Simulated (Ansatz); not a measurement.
Interaction energy ladder

The pair of HCN (SMILES C#N, atoms 1–3) and SiH$_{4}$ (SMILES [SiH4], atoms 4–8), both closed shells, in one local arrangement (a lower one may exist), relaxed at PBE0-D4/def2-TZVP:

```xyz
8
angstrom
C -0.0502 -0.0151 -2.8237
N -0.1022 -0.0700 -1.6811
H -0.0016 0.0364 -3.8901
Si 0.0299 0.0091 1.6656
H -1.2194 -0.6920 1.2816
H 0.0227 1.3971 1.1425
H 1.2115 -0.7272 1.1538
H 0.1094 0.0617 3.1513
```

Program: Ansatz 0.2.0. Basis: def2-TZVPPD, with def2-QZVPPD for the basis limit. Cores are frozen in the correlated methods. B3LYP uses VWN-RPA correlation. Extrapolation: Hartree–Fock as exp(−7.88 √X), correlation as X^−2.97. Interaction energies count from these two fragments, frozen as in the pair, with the counterpoise correction; negative means bound.

Problem. What is the interaction energy by CCSD(T) at an estimated basis limit (MP2 extrapolated from triple and quadruple zeta, plus CCSD(T) − MP2 in triple zeta)? (To be estimated.)

Solution. Computed: -5.8 kJ/mol. Hartree–Fock alone gives -0.5 kJ/mol at the basis limit. It counts from the two fragments frozen as in the pair.

The same quantity by other methods in triple zeta, and each one's difference from that estimate:
```json
{"method": "PBE-D4", "E_int (kJ/mol)": "-5.7", "difference": "0.1"}
{"method": "revPBE-D4", "E_int (kJ/mol)": "-3.7", "difference": "2.1"}
{"method": "BLYP-D4", "E_int (kJ/mol)": "-4.1", "difference": "1.8"}
{"method": "r2SCAN-D4", "E_int (kJ/mol)": "-4.8", "difference": "1.1"}
{"method": "B97M-V", "E_int (kJ/mol)": "-6.3", "difference": "-0.4"}
{"method": "PBE0-D4", "E_int (kJ/mol)": "-5.6", "difference": "0.3"}
{"method": "B3LYP-D4", "E_int (kJ/mol)": "-5.0", "difference": "0.9"}
{"method": "HSE06-D4", "E_int (kJ/mol)": "-5.6", "difference": "0.3"}
{"method": "wB97X-V", "E_int (kJ/mol)": "-5.9", "difference": "0.0"}
{"method": "wB97M-V", "E_int (kJ/mol)": "-6.0", "difference": "-0.1"}
{"method": "B2PLYP", "E_int (kJ/mol)": "-3.1", "difference": "2.8"}
{"method": "HF", "E_int (kJ/mol)": "-0.5", "difference": "5.4"}
{"method": "MP2", "E_int (kJ/mol)": "-5.9", "difference": "-0.1"}
{"method": "CCSD", "E_int (kJ/mol)": "-4.5", "difference": "1.3"}
{"method": "CCSD(T)", "E_int (kJ/mol)": "-5.3", "difference": "0.6"}
```
Differences are method less estimate.

Basis-set superposition shift (counterpoise-corrected less uncorrected): CCSD(T) 1.3; MP2 1.4; HF 0.2; PBE0-D4 0.2; wB97M-V 0.3 kJ/mol.

T1 diagnostic: at most 0.015.

For scale, one of the runs: CCSD(T)/def2-TZVPPD, 207 basis functions, launched by `ansatz run in.yaml --threads 2 --pin off --events-out ev --progress --plain --max-ram 5222MiB`. Hardware: 2 CPU threads of an Arm Neoverse N1, shared host. Wall time 75 s; peak host memory 2.6 GiB.
